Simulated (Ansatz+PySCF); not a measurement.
## Stretching singlet F₂

The F–F distance is varied.

Basis set: STO-3G (spherical functions). Left uncorrelated: 2 orbitals. Charge 0, multiplicity 1.

Computed with Ansatz (development build ahead of 0.2.0), each point on the determinant that the search for low states chose. Each curve is measured from its own lowest point listed.

```json
{"r(F–F) (Å)": "1.239", "UHF (eV)": "0.325", "RHF-CCSD(T) (eV)": "0.766", "full CI (lowest root of this spin) (eV)": "0.766"}
{"r(F–F) (Å)": "1.308", "UHF (eV)": "0.000", "RHF-CCSD(T) (eV)": "0.130", "full CI (lowest root of this spin) (eV)": "0.130"}
{"r(F–F) (Å)": "1.445", "UHF (eV)": "0.219", "RHF-CCSD(T) (eV)": "0.000", "full CI (lowest root of this spin) (eV)": "0.000"}
{"r(F–F) (Å)": "1.583", "UHF (eV)": "0.239", "RHF-CCSD(T) (eV)": "0.488", "full CI (lowest root of this spin) (eV)": "0.488"}
{"r(F–F) (Å)": "1.652", "UHF (eV)": "0.227", "RHF-CCSD(T) (eV)": "0.771", "full CI (lowest root of this spin) (eV)": "0.771"}
{"r(F–F) (Å)": "1.721", "UHF (eV)": "0.216", "RHF-CCSD(T) (eV)": "1.032", "full CI (lowest root of this spin) (eV)": "1.032"}
{"r(F–F) (Å)": "1.789", "UHF (eV)": "0.209", "RHF-CCSD(T) (eV)": "1.258", "full CI (lowest root of this spin) (eV)": "1.258"}
{"r(F–F) (Å)": "1.927", "UHF (eV)": "0.209", "RHF-CCSD(T) (eV)": "1.598", "full CI (lowest root of this spin) (eV)": "1.598"}
{"r(F–F) (Å)": "1.996", "UHF (eV)": "0.214", "RHF-CCSD(T) (eV)": "1.717", "full CI (lowest root of this spin) (eV)": "1.717"}
{"r(F–F) (Å)": "2.065", "UHF (eV)": "0.219", "RHF-CCSD(T) (eV)": "1.808", "full CI (lowest root of this spin) (eV)": "1.808"}
{"r(F–F) (Å)": "2.134", "UHF (eV)": "0.225", "RHF-CCSD(T) (eV)": "1.877", "full CI (lowest root of this spin) (eV)": "1.877"}
{"r(F–F) (Å)": "2.271", "UHF (eV)": "0.232", "RHF-CCSD(T) (eV)": "1.962", "full CI (lowest root of this spin) (eV)": "1.962"}
{"r(F–F) (Å)": "2.340", "UHF (eV)": "0.232", "RHF-CCSD(T) (eV)": "1.986", "full CI (lowest root of this spin) (eV)": "1.986"}
{"r(F–F) (Å)": "2.409", "UHF (eV)": "0.231", "RHF-CCSD(T) (eV)": "2.002", "full CI (lowest root of this spin) (eV)": "2.002"}
{"r(F–F) (Å)": "2.478", "UHF (eV)": "0.229", "RHF-CCSD(T) (eV)": "2.013", "full CI (lowest root of this spin) (eV)": "2.013"}
{"r(F–F) (Å)": "2.615", "UHF (eV)": "0.227", "RHF-CCSD(T) (eV)": "2.023", "full CI (lowest root of this spin) (eV)": "2.017"}
{"r(F–F) (Å)": "2.684", "UHF (eV)": "0.227", "RHF-CCSD(T) (eV)": "2.025", "full CI (lowest root of this spin) (eV)": "2.017"}
{"r(F–F) (Å)": "2.753", "UHF (eV)": "0.228", "RHF-CCSD(T) (eV)": "2.026", "full CI (lowest root of this spin) (eV)": "2.018"}
{"r(F–F) (Å)": "2.822", "UHF (eV)": "0.228", "RHF-CCSD(T) (eV)": "2.037", "full CI (lowest root of this spin) (eV)": "2.018"}
{"r(F–F) (Å)": "2.959", "UHF (eV)": "0.229", "RHF-CCSD(T) (eV)": "2.026", "full CI (lowest root of this spin) (eV)": "2.020"}
{"r(F–F) (Å)": "3.028", "UHF (eV)": "0.229", "RHF-CCSD(T) (eV)": "2.026", "full CI (lowest root of this spin) (eV)": "2.020"}
{"r(F–F) (Å)": "3.097", "UHF (eV)": "0.229", "RHF-CCSD(T) (eV)": "2.033", "full CI (lowest root of this spin) (eV)": "2.021"}
{"r(F–F) (Å)": "3.166", "UHF (eV)": "0.230", "RHF-CCSD(T) (eV)": "2.033", "full CI (lowest root of this spin) (eV)": "2.022"}
{"r(F–F) (Å)": "3.303", "UHF (eV)": "0.230", "RHF-CCSD(T) (eV)": "2.031", "full CI (lowest root of this spin) (eV)": "2.022"}
{"r(F–F) (Å)": "3.372", "UHF (eV)": "0.230", "RHF-CCSD(T) (eV)": "2.031", "full CI (lowest root of this spin) (eV)": "2.023"}
{"r(F–F) (Å)": "3.441", "UHF (eV)": "0.230", "RHF-CCSD(T) (eV)": "2.030", "full CI (lowest root of this spin) (eV)": "2.023"}
```

(1) Give the PBE0 (restricted) curve at the same distances.

Answers

(1) (r (Å), E (eV)): (1.239, 0.581), (1.308, 0.000), (1.445, 0.107), (1.583, 1.039), (1.652, 1.615), (1.721, 2.206), (1.789, 2.787), (1.927, 3.869), (1.996, 4.355), (2.065, 4.799), (2.134, 5.200), (2.271, 5.872), (2.340, 6.146), (2.409, 6.382), (2.478, 6.584), (2.615, 6.899), (2.684, 7.020), (2.753, 7.121), (2.822, 7.206), (2.959, 7.334), (3.028, 7.383), (3.097, 7.423), (3.166, 7.457), (3.303, 7.511), (3.372, 7.532), (3.441, 7.550)

Caution for UHF at some points: the determinant may break the point group; the unrestricted determinant is a mixture of spin states; the determinant breaks the point group. Caution for RHF-CCSD(T) at some points: large amplitudes, a single reference is doubtful; the amplitudes may be one of several solutions; very large amplitudes, the method is breaking down; the program doubts this total. Caution for RHF-CCSD(T) at some points, PBE0 (restricted) at some points: an unrestricted determinant lies well below.
